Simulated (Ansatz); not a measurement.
How far each method lies from UCCSDT(Q) for [BH$_{2}$···H···Cl], doublet

Geometry: a point of a hydrogen-transfer path between rigid fragments, not a stationary point.

```xyz
5

B    -2.3737    0.0000    0.0000
H    -2.9704    1.0336    0.0000
H    -2.9704   -1.0336    0.0000
H    -0.5477    0.0000    0.0000
Cl    0.9083    0.0000    0.0000
```

Basis cc-pVDZ; Ansatz 0.2.0. Only valence electrons are correlated (noble-gas cores frozen), which leaves 13 electrons in 41 orbitals. R marks a restricted (for open shells ROHF) determinant, U an unrestricted one. Active spaces: valence = (13e, 11o) chosen from the atoms' valence shells; pair = (3e, 3o) about the gap.

Full CI isn't at hand for all of this; UCCSDT(Q) serves as the reference, and is uncertain by about the last step of the cluster series. The frozen core follows each run's orbitals, which can shift R against U totals by a few meV.

For open shells CISD is restricted-active-space CI with the open shells as a complete middle space.

- UHF ⟨S²⟩: 0.769
- T1 diagnostic (RCCSD): 0.0175
- largest doubles amplitude (RCCSD): 0.049
- T1 diagnostic (UCCSD): 0.0110

```csv
level,E − E(RHF) (eV)
UHF,-0.1038
RMP2,-6.0889
UMP2,-6.0809
RCCSD,-7.0674
UCCSD,-7.0705
RCCSD(T),-7.1940
UCCSD(T),-7.1939
```

Estimate how far UCCSDT(Q) in cc-pVDZ lies from RCCSD(T). The table doesn't fix it; the size of (T) and the diagnostics are the guide.

UCCSDT(Q) in cc-pVDZ lies 0.70 kcal/mol below RCCSD(T), which is 24 % of the (T) step (-2.92 kcal/mol). The diagnostics are small and one determinant leads, so the series closes fast and only a small part of (T) is left.

The other levels:

```csv
level,E − E(UCCSDT(Q)) (kcal/mol),share of correlation (%),wall time
CISD,16.50,90.10,2.5 s
BCCD(T),0.70,99.58,1.9 s
RCCSDT,0.24,99.86,–
UCCSDT,0.23,99.86,–
RCCSDT(Q),0.01,100.00,42 s
CASSCF (pair space),154.12,7.49,–
NEVPT2 (pair space),24.87,85.07,0.78 s
MRCISD (pair space),14.02,91.58,–
MRCISD+Q (pair space),0.85,99.49,0.93 s
CASSCF (valence space),130.73,21.53,–
NEVPT2 (valence space),29.84,82.09,13 s
```

The correlation energy at UCCSDT(Q), counted from RHF, is -7.224 eV. That run took 36 s on 1 thread of Arm Neoverse V2, shared host.

Times hold each run's SCF and search for its determinant on a shared host, so for small cases they say little of a method's own cost; they ran on 1 thread of Arm Neoverse V2.

Natural occupations of CASSCF (valence space) about the gap: 1.999 1.978 1.977 1.967 1.003 0.034 0.018 0.017 0.009; effectively unpaired electrons, Σ n²(2−n)², 1.02.
